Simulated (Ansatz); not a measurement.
Ideal-gas functions of C₂H₅Al (`[CH2]1[CH2][AlH]1`) at 800 K and 1 bar, from an Ansatz frequency run at PBE0-D4/def2-TZVP.

Molar mass 56.04 g/mol, point group C2v (symmetry number 2), electronic degeneracy 1, moments of inertia 24.565, 54.242, 72.394 u Å². Harmonic wavenumbers (cm⁻¹, unscaled): 279, 385, 475, 630, 637, 653, 835, 910, 954, 993, 1187, 1401, 1413, 1969, 3094, 3101, 3154, 3175.

Use S(trans) = R[1.5 ln M + 2.5 ln T − 1.1517]; rotational temperatures θ = 24.2544 K / I; S(rot) = R[ln(√π/σ · √(T³/θAθBθC)) + 1.5]; for each mode x = 1.438777 ν̃/T, S = R[x/(eˣ − 1) − ln(1 − e⁻ˣ)] and H = RT x/(eˣ − 1); 1 cm⁻¹ = 0.0119627 kJ/mol; R = 8.31446 J/(mol·K).

Q: By hand: the entropy, in J/(mol·K).

A: Translation 179.6. Rotation: θ = 0.9874, 0.4472, 0.335 K, giving 102.8. Vibration, mode by mode: 14.13, 11.53, 9.87, 7.71, 7.62, 7.44, 5.67, 5.09, 4.78, 4.52, 3.43, 2.53, 2.49, 1.12, 0.21, 0.21, 0.19, 0.19, in all 88.7. Electronic 0.0. Sum 371.1 J/(mol·K).

Q: By hand: H − E and G − E in kJ/mol, counted from the electronic energy.

A: Zero-point energy ½ × 25245 × 0.0119627 = 151.0; thermal vibration 41.0; translation, rotation and pV give 4 RT = 26.6. H − E = 218.6 kJ/mol, and G − E = 218.6 − 800 × 371.1/1000 = -78.3 kJ/mol.

Vibration gives 24 % of the entropy.
